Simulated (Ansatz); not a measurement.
**SiH2O2 (SMILES O=[SiH]O): one structure at several levels**

The atoms stand at a structure displaced at random from a GFN2-xTB minimum. How far do the functionals agree with CCSD(T) there?

Program: Ansatz 0.2.0, Gaussian basis. Level of theory: single points in def2-TZVPP. These are calculated values, not measurements.

Correlated methods freeze the cores.

## Step 1: Starting geometry

5 atoms, charge 0, spin multiplicity 1.

Atoms are counted from 1 here; the program's logs count them from 0.

Bond lengths: O1–Si2 1.596 Å, Si2–O3 1.505 Å, Si2–H4 1.548 Å, O3–H5 0.862 Å. Angles: O1–Si2–O3 124.8°, O1–Si2–H4 136.1°, O3–Si2–H4 98.6°, Si2–O3–H5 120.6°.

As a file:

| atom | x (Å) | y (Å) | z (Å) |
| --- | --- | --- | --- |
| O1 | 0.3991 | -0.6420 | 1.6728 |
| Si2 | -0.2550 | -0.4050 | 0.2365 |
| O3 | 0.2449 | 0.5844 | -0.7818 |
| H4 | -1.5511 | -0.8473 | -0.4854 |
| H5 | 0.9921 | 0.9983 | -0.6625 |

## Step 2: CCSD(T)/def2-TZVPP

File run/in.yaml:

```yaml
crystal:
  periodic: [false, false, false]
  atoms:
    - {symbol: O, position_ang: [0.399100, -0.642000, 1.672800]}
    - {symbol: Si, position_ang: [-0.255000, -0.405000, 0.236500]}
    - {symbol: O, position_ang: [0.244900, 0.584400, -0.781800]}
    - {symbol: H, position_ang: [-1.551100, -0.847300, -0.485400]}
    - {symbol: H, position_ang: [0.992100, 0.998300, -0.662500]}
basis:
  gaussian: {orbitals: def2-TZVPP}
correlation: {method: ccsd_t}
output: {forces: true}
```

The command line of these runs was not kept.

## Step 3: PBE0-D4/def2-TZVPP

run/in.yaml, as its differences from that of step 2:

```diff
@@ -10,3 +10,3 @@
   gaussian: {orbitals: def2-TZVPP}
-correlation: {method: ccsd_t}
-output: {forces: true}
+hamiltonian: {xc: pbe0, dispersion: d4}
+output: {forces: true, orbitals: {seedname: orbitals}}
```

## Step 4: wB97M-V/def2-TZVPP

run/in.yaml, as its differences from that of step 3:

```diff
@@ -10,3 +10,3 @@
   gaussian: {orbitals: def2-TZVPP}
-hamiltonian: {xc: pbe0, dispersion: d4}
-output: {forces: true, orbitals: {seedname: orbitals}}
+hamiltonian: {xc: {name: wB97M-V}}
+output: {forces: true}
```

## Step 5: r2SCAN-D4/def2-TZVPP

run/in.yaml, as its differences from that of step 4:

```diff
@@ -10,3 +10,3 @@
   gaussian: {orbitals: def2-TZVPP}
-hamiltonian: {xc: {name: wB97M-V}}
+hamiltonian: {xc: r2scan, dispersion: d4}
 output: {forces: true}
```

## Step 6: PBE-D4/def2-TZVPP

run/in.yaml, as its differences from that of step 5:

```diff
@@ -10,3 +10,3 @@
   gaussian: {orbitals: def2-TZVPP}
-hamiltonian: {xc: r2scan, dispersion: d4}
+hamiltonian: {xc: pbe, dispersion: d4}
 output: {forces: true}
```

## Step 7: r2SCAN0-D4/def2-TZVPP

run/in.yaml, as its differences from that of step 6:

```diff
@@ -10,3 +10,3 @@
   gaussian: {orbitals: def2-TZVPP}
-hamiltonian: {xc: pbe, dispersion: d4}
+hamiltonian: {xc: {name: r2SCAN0}, dispersion: d4}
 output: {forces: true}
```

## Step 8: revPBE-D4/def2-TZVPP

run/in.yaml, as its differences from that of step 7:

```diff
@@ -10,3 +10,3 @@
   gaussian: {orbitals: def2-TZVPP}
-hamiltonian: {xc: {name: r2SCAN0}, dispersion: d4}
+hamiltonian: {xc: {name: revPBE}, dispersion: d4}
 output: {forces: true}
```

(Steps that only read results are left out.)

Q: Predict the outcome of this session. Wanted: energy less free atoms, CCSD(T)/def2-TZVPP; RMS force component; RMS force error; HOMO and LUMO, PBE0-D4; T1 diagnostic.

The runs gave:

| quantity | value |
| --- | --- |
| energy less free atoms, CCSD(T)/def2-TZVPP | -18.170 eV |
| RMS force component | 3.204 to 3.315 eV/Å over the methods |
| RMS force error | PBE0-D4 0.186, wB97M-V 0.166, r2SCAN-D4 0.099, PBE-D4 0.253, r2SCAN0-D4 0.333, revPBE-D4 0.296 eV/Å |
| HOMO and LUMO, PBE0-D4 | -8.08 and -1.25 eV |
| T1 diagnostic | 0.020 |

What this shows: Against CCSD(T) the functionals' energies less atoms differ by -0.945 to +0.071 eV, PBE-D4 by -0.945 eV. A larger basis would deepen the CCSD(T) value, while the functionals are nearly converged already, so the order here is not reliable. On forces the order runs from r2SCAN-D4 to r2SCAN0-D4. Frozen-core CCSD(T) forces in triple zeta carry basis errors of their own, and this is one geometry, so small gaps rank nothing.
